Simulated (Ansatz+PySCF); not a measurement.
Values are calculated unless marked as measured or tabulated.
Input for Ansatz (development build ahead of 0.2.0):

```yaml
crystal:
  periodic: [false, false, false]
  atoms:
    - { symbol: "N", position_ang: [0.0, 0.0, -1.08184] }
    - { symbol: "N", position_ang: [0.0, 0.0, 1.08184] }
basis:
  gaussian: { orbitals: STO-3G }
total_charge: 1
magnetization:
  spin_polarized: true
  initial_magnetization: 1
hamiltonian:
  xc: hf
correlation:
  method: mp2
  frozen_orbitals: { "N": 1 }
```

The input is written out in the form of the current development build from the run's settings.

Results

* Converged: yes
* Reference energy: -107.00684 hartree
* Correlation energy: -0.01507 hartree
* Total energy: -107.02191 hartree
* Spin squared of the determinant: 2.754

Caution: large amplitudes, a single reference is doubtful; the unrestricted determinant is a mixture of spin states; the charge can sit on one fragment and break the point group; a plain start can end on a higher determinant; another reference gives a lower total.
